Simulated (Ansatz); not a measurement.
# BH2S (quartet): wB97M-V, B2PLYP over vertical spin and charge gaps, def2-QZVPP

How well do these functionals follow the top wave-function level for BH2S (quartet) over vertical spin and charge gaps?

Program: Ansatz 0.2.0, Gaussian basis. Level of theory: def2-QZVPP, all electrons in the functionals, frozen cores in the correlation of double hybrids and RPA. These are calculated values, not measurements.

The runs, in order: wB97M-V, B2PLYP, at charge 0, quartet; charge 0, doublet; charge 0, sextet; charge 1, triplet; charge 1, quintet.

### Step 1. What is computed

The geometry is a PBE0/def2-TZVP stationary point (not a proven minimum).

4 atoms, charge 0, spin multiplicity 4.

Atoms are counted from 1 here; the program's logs count them from 0.

Bond lengths: B1–S2 1.876 Å, B1–H3 1.201 Å, B1–H4 1.201 Å. Angles: S2–B1–H3 115.7°, S2–B1–H4 115.7°, H3–B1–H4 128.7°.

No dispersion term is added; wB97M-V holds VV10 nonlocal correlation.

The geometry shown and the zero of energy belong to the point charge 0, quartet. The yardstick, UCCSD(T), and other wave-function levels (R restricted, U unrestricted, valence and pair active spaces) come from earlier runs.

### Step 2. wB97M-V, charge 0, quartet

in.yaml

```yaml
crystal:
  periodic: [false, false, false]
  atoms:
    - {symbol: B, position_ang: [0.000000, 0.000000, 1.316372]}
    - {symbol: S, position_ang: [0.000000, 0.000000, -0.559290]}
    - {symbol: H, position_ang: [0.000000, 1.082487, 1.836590]}
    - {symbol: H, position_ang: [0.000000, -1.082487, 1.836590]}
basis:
  gaussian: {orbitals: "def2-QZVPP.json"}
magnetization: {spin_polarized: true, initial_magnetization: 3}
hamiltonian: {xc: {name: wB97M-V}}
output: {orbitals: {seedname: orbitals}}
```

The run is started by

```bash
> ansatz run in.yaml --threads 1 --pin off --events-out ev --progress --plain --max-ram 2393MiB
```

The log of the run (excerpt; [...] marks lines left out):

```text
Functional definition: wB97M-V
  name "wB97M-V"
  cite "Mardirossian & Head-Gordon, J. Chem. Phys. 144, 214110 (2016) doi:10.1063/1.4952647"
  cite "Becke, J. Chem. Phys. 107, 8554 (1997) doi:10.1063/1.475007"
  cite "Vydrov & Van Voorhis, J. Chem. Phys. 133, 244103 (2010) doi:10.1063/1.3521275"
  # Of w^i u^j: cxij and so on, Table III.
[...]
  gx(w, u) = 1 - cx + cx01*u + cx10*w
  gss(w, u) = css00 + css04*u^4 + css10*w + css20*w^2 + css43*w^4*u^3
  gos(w, u) = cos00 + cos10*w + (cos20 + cos21*u)*w^2 + (cos60 + cos61*u)*w^6
[...]
      + integral(e_c_pw_mod_opposite_spin*gos(b97_w_opposite, b97_u_opposite)) + vv10(b, c)
669 factors; their error is unknown
166 factors; integrals over basis functions are off by at most 4.3e-5 eV
[...]
mean field -11538.70835614 eV, -424.0397108707 hartree, gradient 5.1e-5 eV, S^2 3.755138; 1 other end points of the search recorded, 0 dependent functions left out
reference -11538.70840232 eV, -424.0397125678 hartree; 13, 10 occupied and 174, 177 virtual orbitals, 669 factors
Total energy: -11538.70840232 eV, -424.0397125678 hartree
```

Run time: 21 s. Hardware: 1 thread of Arm Neoverse V1, shared host; peak memory 0.42 GiB.

From the report: ⟨S²⟩ of the determinant 3.755 (pure quartet: 3.75).

### Step 3. wB97M-V, charge 0, doublet

in.yaml, as its differences from that of step 2:

```diff
@@ -9,3 +9,3 @@
   gaussian: {orbitals: "def2-QZVPP.json"}
-magnetization: {spin_polarized: true, initial_magnetization: 3}
+magnetization: {spin_polarized: true, initial_magnetization: 1}
 hamiltonian: {xc: {name: wB97M-V}}
```

The command is unchanged.

The log of the run (excerpt; [...] marks lines left out):

```text
Functional definition: wB97M-V
  name "wB97M-V"
  cite "Mardirossian & Head-Gordon, J. Chem. Phys. 144, 214110 (2016) doi:10.1063/1.4952647"
  cite "Becke, J. Chem. Phys. 107, 8554 (1997) doi:10.1063/1.475007"
  cite "Vydrov & Van Voorhis, J. Chem. Phys. 133, 244103 (2010) doi:10.1063/1.3521275"
  # Of w^i u^j: cxij and so on, Table III.
[...]
  gx(w, u) = 1 - cx + cx01*u + cx10*w
  gss(w, u) = css00 + css04*u^4 + css10*w + css20*w^2 + css43*w^4*u^3
  gos(w, u) = cos00 + cos10*w + (cos20 + cos21*u)*w^2 + (cos60 + cos61*u)*w^6
[...]
      + integral(e_c_pw_mod_opposite_spin*gos(b97_w_opposite, b97_u_opposite)) + vv10(b, c)
669 factors; their error is unknown
166 factors; integrals over basis functions are off by at most 4.3e-5 eV
[...]
mean field -11542.98114016 eV, -424.1967327873 hartree, gradient 4.0e-5 eV, S^2 0.754076; 1 other end points of the search recorded, 0 dependent functions left out
reference -11542.98118523 eV, -424.1967344434 hartree; 12, 11 occupied and 175, 176 virtual orbitals, 669 factors
Total energy: -11542.98118523 eV, -424.1967344434 hartree
```

Run time: 34 s. Hardware: 1 thread of Arm Neoverse V1, shared host; peak memory 0.53 GiB.

From the report: ⟨S²⟩ of the determinant 0.754 (pure doublet: 0.75).

From charge 0, quartet: -412.3 kJ/mol.

### Step 4. wB97M-V, charge 0, sextet

in.yaml, as its differences from that of step 3:

```diff
@@ -9,3 +9,3 @@
   gaussian: {orbitals: "def2-QZVPP.json"}
-magnetization: {spin_polarized: true, initial_magnetization: 1}
+magnetization: {spin_polarized: true, initial_magnetization: 5}
 hamiltonian: {xc: {name: wB97M-V}}
```

Same command.

The log of the run (excerpt; [...] marks lines left out):

```text
Functional definition: wB97M-V
  name "wB97M-V"
  cite "Mardirossian & Head-Gordon, J. Chem. Phys. 144, 214110 (2016) doi:10.1063/1.4952647"
  cite "Becke, J. Chem. Phys. 107, 8554 (1997) doi:10.1063/1.475007"
  cite "Vydrov & Van Voorhis, J. Chem. Phys. 133, 244103 (2010) doi:10.1063/1.3521275"
  # Of w^i u^j: cxij and so on, Table III.
[...]
  gx(w, u) = 1 - cx + cx01*u + cx10*w
  gss(w, u) = css00 + css04*u^4 + css10*w + css20*w^2 + css43*w^4*u^3
  gos(w, u) = cos00 + cos10*w + (cos20 + cos21*u)*w^2 + (cos60 + cos61*u)*w^6
[...]
      + integral(e_c_pw_mod_opposite_spin*gos(b97_w_opposite, b97_u_opposite)) + vv10(b, c)
669 factors; their error is unknown
166 factors; integrals over basis functions are off by at most 4.3e-5 eV
[...]
mean field -11530.31280475 eV, -423.7311800480 hartree, gradient 4.1e-5 eV, S^2 8.754305; 3 other end points of the search recorded, 0 dependent functions left out
reference -11530.31284521 eV, -423.7311815349 hartree; 14, 9 occupied and 173, 178 virtual orbitals, 669 factors
Total energy: -11530.31284521 eV, -423.7311815349 hartree
```

Run time: 44 s. Hardware: 1 thread of Arm Neoverse V1, shared host; peak memory 0.53 GiB.

From the report: ⟨S²⟩ of the determinant 8.754 (pure sextet: 8.75).

From charge 0, quartet: +810.0 kJ/mol.

### Step 5. wB97M-V, charge 1, triplet

in.yaml, as its differences from that of step 4:

```diff
@@ -9,3 +9,4 @@
   gaussian: {orbitals: "def2-QZVPP.json"}
-magnetization: {spin_polarized: true, initial_magnetization: 5}
+total_charge: 1
+magnetization: {spin_polarized: true, initial_magnetization: 2}
 hamiltonian: {xc: {name: wB97M-V}}
```

Same command.

The log of the run (excerpt; [...] marks lines left out):

```text
Functional definition: wB97M-V
  name "wB97M-V"
  cite "Mardirossian & Head-Gordon, J. Chem. Phys. 144, 214110 (2016) doi:10.1063/1.4952647"
  cite "Becke, J. Chem. Phys. 107, 8554 (1997) doi:10.1063/1.475007"
  cite "Vydrov & Van Voorhis, J. Chem. Phys. 133, 244103 (2010) doi:10.1063/1.3521275"
  # Of w^i u^j: cxij and so on, Table III.
[...]
  gx(w, u) = 1 - cx + cx01*u + cx10*w
  gss(w, u) = css00 + css04*u^4 + css10*w + css20*w^2 + css43*w^4*u^3
  gos(w, u) = cos00 + cos10*w + (cos20 + cos21*u)*w^2 + (cos60 + cos61*u)*w^6
[...]
      + integral(e_c_pw_mod_opposite_spin*gos(b97_w_opposite, b97_u_opposite)) + vv10(b, c)
669 factors; their error is unknown
166 factors; integrals over basis functions are off by at most 4.3e-5 eV
[...]
mean field -11532.49364709 eV, -423.8113245258 hartree, gradient 8.2e-5 eV, S^2 2.004204; 1 other end points of the search recorded, 0 dependent functions left out
reference -11532.49369161 eV, -423.8113261617 hartree; 12, 10 occupied and 175, 177 virtual orbitals, 669 factors
Total energy: -11532.49369161 eV, -423.8113261617 hartree
```

Wall time 16 s (1 thread of Arm Neoverse V1, shared host); peak memory 0.41 GiB.

From the report: ⟨S²⟩ of the determinant 2.004 (pure triplet: 2.00).

From charge 0, quartet: +599.6 kJ/mol.

### Step 6. wB97M-V, charge 1, quintet

in.yaml, as its differences from that of step 5:

```diff
@@ -10,3 +10,3 @@
 total_charge: 1
-magnetization: {spin_polarized: true, initial_magnetization: 2}
+magnetization: {spin_polarized: true, initial_magnetization: 4}
 hamiltonian: {xc: {name: wB97M-V}}
```

Launched as before.

The log of the run (excerpt; [...] marks lines left out):

```text
Functional definition: wB97M-V
  name "wB97M-V"
  cite "Mardirossian & Head-Gordon, J. Chem. Phys. 144, 214110 (2016) doi:10.1063/1.4952647"
  cite "Becke, J. Chem. Phys. 107, 8554 (1997) doi:10.1063/1.475007"
  cite "Vydrov & Van Voorhis, J. Chem. Phys. 133, 244103 (2010) doi:10.1063/1.3521275"
  # Of w^i u^j: cxij and so on, Table III.
[...]
  gx(w, u) = 1 - cx + cx01*u + cx10*w
  gss(w, u) = css00 + css04*u^4 + css10*w + css20*w^2 + css43*w^4*u^3
  gos(w, u) = cos00 + cos10*w + (cos20 + cos21*u)*w^2 + (cos60 + cos61*u)*w^6
[...]
      + integral(e_c_pw_mod_opposite_spin*gos(b97_w_opposite, b97_u_opposite)) + vv10(b, c)
669 factors; their error is unknown
166 factors; integrals over basis functions are off by at most 4.3e-5 eV
[...]
mean field -11526.58450018 eV, -423.5941673821 hartree, gradient 8.9e-6 eV, S^2 6.006336; 1 other end points of the search recorded, 0 dependent functions left out
reference -11526.58454954 eV, -423.5941691962 hartree; 13, 9 occupied and 174, 178 virtual orbitals, 669 factors
Total energy: -11526.58454954 eV, -423.5941691962 hartree
```

Wall time 37 s (1 thread of Arm Neoverse V1, shared host); peak memory 0.52 GiB.

From the report: ⟨S²⟩ of the determinant 6.006 (pure quintet: 6.00).

From charge 0, quartet: +1169.8 kJ/mol.

### Step 7. B2PLYP, charge 0, quartet

in.yaml, as its differences from that of step 6:

```diff
@@ -9,5 +9,4 @@
   gaussian: {orbitals: "def2-QZVPP.json"}
-total_charge: 1
-magnetization: {spin_polarized: true, initial_magnetization: 4}
-hamiltonian: {xc: {name: wB97M-V}}
-output: {orbitals: {seedname: orbitals}}
+magnetization: {spin_polarized: true, initial_magnetization: 3}
+hamiltonian: {xc: {name: B2PLYP}}
+correlation: {electrons: outside_noble_gas}
```

Launched as before.

The log of the run (excerpt; [...] marks lines left out):

```text
Functional definition: B2PLYP
  name "B2PLYP"
  cite "Grimme, J. Chem. Phys. 124, 034108 (2006) doi:10.1063/1.2148954"
  cite "Becke, Phys. Rev. A 38, 3098 (1988) doi:10.1103/PhysRevA.38.3098"
  cite "Lee, Yang & Parr, Phys. Rev. B 37, 785 (1988) doi:10.1103/PhysRevB.37.785"
[...]
1111 factors; integrals over basis functions are off by at most 8.2e-4 eV
[...]
mean field -11533.64831382 eV, -423.8537577453 hartree, gradient 8.3e-6 eV, S^2 3.763491; 2 other end points of the search recorded, 0 dependent functions left out
6 core orbitals not correlated: weight in the atoms' cores, before any rotation towards them, 1.000 or more for the frozen orbitals, at most 0.000 for the correlated occupied ones
reference -11533.64845521 eV, -423.8537629412 hartree; 7, 4 occupied and 174, 177 virtual orbitals, 1111 factors
second order -8.39246393 eV of doubles, -0.00000000 eV of singles
Total energy: -11535.91442047 eV, -423.9370356286 hartree
```

Wall time 11 s (1 thread of Arm Neoverse V1, shared host); peak memory 0.39 GiB.

From the report: ⟨S²⟩ of the determinant 3.763 (pure quartet: 3.75).

### Step 8. B2PLYP, charge 0, doublet

in.yaml, as its differences from that of step 7:

```diff
@@ -9,3 +9,3 @@
   gaussian: {orbitals: "def2-QZVPP.json"}
-magnetization: {spin_polarized: true, initial_magnetization: 3}
+magnetization: {spin_polarized: true, initial_magnetization: 1}
 hamiltonian: {xc: {name: B2PLYP}}
```

Launched as before.

The log of the run (excerpt; [...] marks lines left out):

```text
Functional definition: B2PLYP
  name "B2PLYP"
  cite "Grimme, J. Chem. Phys. 124, 034108 (2006) doi:10.1063/1.2148954"
  cite "Becke, Phys. Rev. A 38, 3098 (1988) doi:10.1103/PhysRevA.38.3098"
  cite "Lee, Yang & Parr, Phys. Rev. B 37, 785 (1988) doi:10.1103/PhysRevB.37.785"
[...]
1111 factors; integrals over basis functions are off by at most 8.2e-4 eV
[...]
mean field -11537.69695084 eV, -424.0025424114 hartree, gradient 4.0e-6 eV, S^2 0.758853; 2 other end points of the search recorded, 0 dependent functions left out
6 core orbitals not correlated: weight in the atoms' cores, before any rotation towards them, 1.000 or more for the frozen orbitals, at most 0.000 for the correlated occupied ones
reference -11537.69708301 eV, -424.0025472688 hartree; 6, 5 occupied and 175, 176 virtual orbitals, 1111 factors
second order -9.02311302 eV of doubles, -0.00000000 eV of singles
Total energy: -11540.13332353 eV, -424.0920774564 hartree
```

Wall time 12 s (1 thread of Arm Neoverse V1, shared host); peak memory 0.39 GiB.

From the report: ⟨S²⟩ of the determinant 0.759 (pure doublet: 0.75).

From charge 0, quartet: -407.1 kJ/mol.

### Step 9. B2PLYP, charge 0, sextet

in.yaml, as its differences from that of step 8:

```diff
@@ -9,3 +9,3 @@
   gaussian: {orbitals: "def2-QZVPP.json"}
-magnetization: {spin_polarized: true, initial_magnetization: 1}
+magnetization: {spin_polarized: true, initial_magnetization: 5}
 hamiltonian: {xc: {name: B2PLYP}}
```

The command is unchanged.

The log of the run (excerpt; [...] marks lines left out):

```text
Functional definition: B2PLYP
  name "B2PLYP"
  cite "Grimme, J. Chem. Phys. 124, 034108 (2006) doi:10.1063/1.2148954"
  cite "Becke, Phys. Rev. A 38, 3098 (1988) doi:10.1103/PhysRevA.38.3098"
  cite "Lee, Yang & Parr, Phys. Rev. B 37, 785 (1988) doi:10.1103/PhysRevB.37.785"
[...]
1111 factors; integrals over basis functions are off by at most 8.2e-4 eV
[...]
a density is far from that of the atoms, so the factors are made again for it
1135 factors; integrals over basis functions are off by at most 8.1e-4 eV
[...]
mean field -11525.35994578 eV, -423.5491658380 hartree, gradient 4.4e-6 eV, S^2 8.758861; 7 other end points of the search recorded, 0 dependent functions left out
6 core orbitals not correlated: weight in the atoms' cores, before any rotation towards them, 1.000 or more for the frozen orbitals, at most 0.000 for the correlated occupied ones
reference -11525.36008222 eV, -423.5491708518 hartree; 8, 3 occupied and 173, 178 virtual orbitals, 1135 factors
second order -8.32799959 eV of doubles, -0.00000000 eV of singles
Total energy: -11527.60864211 eV, -423.6318039037 hartree
```

Wall time 47 s (1 thread of Arm Neoverse V1, shared host); peak memory 0.43 GiB.

From the report: ⟨S²⟩ of the determinant 8.759 (pure sextet: 8.75).

From charge 0, quartet: +801.4 kJ/mol.

### Step 10. B2PLYP, charge 1, triplet

in.yaml, as its differences from that of step 9:

```diff
@@ -9,3 +9,4 @@
   gaussian: {orbitals: "def2-QZVPP.json"}
-magnetization: {spin_polarized: true, initial_magnetization: 5}
+total_charge: 1
+magnetization: {spin_polarized: true, initial_magnetization: 2}
 hamiltonian: {xc: {name: B2PLYP}}
```

Same command.

The log of the run (excerpt; [...] marks lines left out):

```text
Functional definition: B2PLYP
  name "B2PLYP"
  cite "Grimme, J. Chem. Phys. 124, 034108 (2006) doi:10.1063/1.2148954"
  cite "Becke, Phys. Rev. A 38, 3098 (1988) doi:10.1103/PhysRevA.38.3098"
  cite "Lee, Yang & Parr, Phys. Rev. B 37, 785 (1988) doi:10.1103/PhysRevB.37.785"
[...]
1111 factors; integrals over basis functions are off by at most 8.2e-4 eV
[...]
mean field -11527.65488598 eV, -423.6335033345 hartree, gradient 3.0e-6 eV, S^2 2.009883; 0 other end points of the search recorded, 0 dependent functions left out
6 core orbitals not correlated: weight in the atoms' cores, before any rotation towards them, 1.000 or more for the frozen orbitals, at most 0.000 for the correlated occupied ones
reference -11527.65501861 eV, -423.6335082085 hartree; 6, 4 occupied and 175, 177 virtual orbitals, 1111 factors
second order -7.43723887 eV of doubles, -0.00000000 eV of singles
Total energy: -11529.66307310 eV, -423.7073028501 hartree
```

Run time: 9 s. Hardware: 1 thread of Arm Neoverse V1, shared host; peak memory 0.39 GiB.

From the report: ⟨S²⟩ of the determinant 2.010 (pure triplet: 2.00).

From charge 0, quartet: +603.2 kJ/mol.

### Step 11. B2PLYP, charge 1, quintet

in.yaml, as its differences from that of step 10:

```diff
@@ -10,3 +10,3 @@
 total_charge: 1
-magnetization: {spin_polarized: true, initial_magnetization: 2}
+magnetization: {spin_polarized: true, initial_magnetization: 4}
 hamiltonian: {xc: {name: B2PLYP}}
```

Launched as before.

The log of the run (excerpt; [...] marks lines left out):

```text
Functional definition: B2PLYP
  name "B2PLYP"
  cite "Grimme, J. Chem. Phys. 124, 034108 (2006) doi:10.1063/1.2148954"
  cite "Becke, Phys. Rev. A 38, 3098 (1988) doi:10.1103/PhysRevA.38.3098"
  cite "Lee, Yang & Parr, Phys. Rev. B 37, 785 (1988) doi:10.1103/PhysRevB.37.785"
[...]
1111 factors; integrals over basis functions are off by at most 8.2e-4 eV
[...]
mean field -11521.76981585 eV, -423.4172309964 hartree, gradient 4.6e-6 eV, S^2 6.013769; 4 other end points of the search recorded, 0 dependent functions left out
6 core orbitals not correlated: weight in the atoms' cores, before any rotation towards them, 1.000 or more for the frozen orbitals, at most 0.000 for the correlated occupied ones
reference -11521.76995734 eV, -423.4172361962 hartree; 7, 3 occupied and 174, 178 virtual orbitals, 1111 factors
second order -7.51634317 eV of doubles, -0.00000000 eV of singles
Total energy: -11523.79937000 eV, -423.4918157357 hartree
```

Run time: 37 s. Hardware: 1 thread of Arm Neoverse V1, shared host; peak memory 0.46 GiB.

From the report: ⟨S²⟩ of the determinant 6.014 (pure quintet: 6.00).

From charge 0, quartet: +1168.9 kJ/mol.

### Step 12. The comparison

No level is safe as a reference over these points; UCCSD(T) serves as a yardstick only. It comes from earlier runs at the same points. Energies in kJ/mol, counted from charge 0, quartet; blanks weren't run or aren't comparable.

```
   level  quartet to doublet  quartet to sextet  ionisation to the triplet cation  ionisation to the quintet cation
UCCSD(T)              -407.4              801.1                             605.1                            1170.2
 wB97M-V              -412.3              810.0                             599.6                            1169.8
  B2PLYP              -407.1              801.4                             603.2                            1168.9
```

Largest miss and mean time a point (UCCSD(T) took 53 s a point; shared hosts):

| level | largest miss (kJ/mol) | where | time a point |
| --- | --- | --- | --- |
| wB97M-V | +9.0 | quartet to sextet | 30 s |
| B2PLYP | -1.9 | ionisation to the triplet cation | 23 s |

### Step 13. Outcome

| quantity | value |
| --- | --- |
| quartet to doublet, UCCSD(T) | -407.4 kJ/mol |
| quartet to sextet, UCCSD(T) | 801.1 kJ/mol |
| ionisation to the triplet cation, UCCSD(T) | 605.1 kJ/mol |
| ionisation to the quintet cation, UCCSD(T) | 1170.2 kJ/mol |
| largest miss, wB97M-V | +9.0 kJ/mol (quartet to sextet) |
| largest miss, B2PLYP | -1.9 kJ/mol (ionisation to the triplet cation) |

**Reading.** Of the functionals, B2PLYP keep the smallest largest miss at the points compared (at most 1.9 kJ/mol) and wB97M-V strays most (9.0 kJ/mol, at quartet to sextet). Functionals and the yardstick converge differently with the basis, so part of each miss in def2-QZVPP is the basis. The yardstick itself may be off where one determinant is a poor start.
